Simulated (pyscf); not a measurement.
H₃C–BH–NH₂ (SMILES CBN) + H₂ (SMILES [H][H]) → H₂B–CH₃ (SMILES BC) + NH₃ (SMILES N), a four-centre exchange (singlet surface; B–N, H–H broken, B–H, H–N formed). Optimised with ωB97X-D3(BJ)/def2-SVP in PySCF. Energies in kcal/mol from the separated reactants.

Small-basis levels: PySCF, no dispersion term, spherical d functions. 

Task: In single points BP86/6-31G* puts the saddle at 39.5 kcal/mol and the reaction energy at +32.7 kcal/mol. Should these be trusted to within a few kcal/mol? Compare with ωB97M-D3(BJ)/def2-TZVP.

Result: ωB97M-D3(BJ)/def2-TZVP gives ΔE‡ = 40.5 kcal/mol and ΔE = +30.3 kcal/mol. BP86/6-31G* lies 0.9 kcal/mol under it in the barrier and 2.5 kcal/mol over it in the reaction energy, so on this step it holds to within 3.0 kcal/mol. ωB97M-D3(BJ)/def2-TZVP has limits of its own. On the product side the descent ends in an adduct with a B–N contact, 26.7 kcal/mol under the separated species and 37.5 kcal/mol under the saddle at ωB97X-D3(BJ)/def2-TZVP. What is counted as broken (B–N) persists as a longer contact in the product adduct; parting that adduct is a step of its own. At the saddle there is also a short B–H contact that neither side keeps. This is the saddle that the search found; another between the same sides may lie lower.
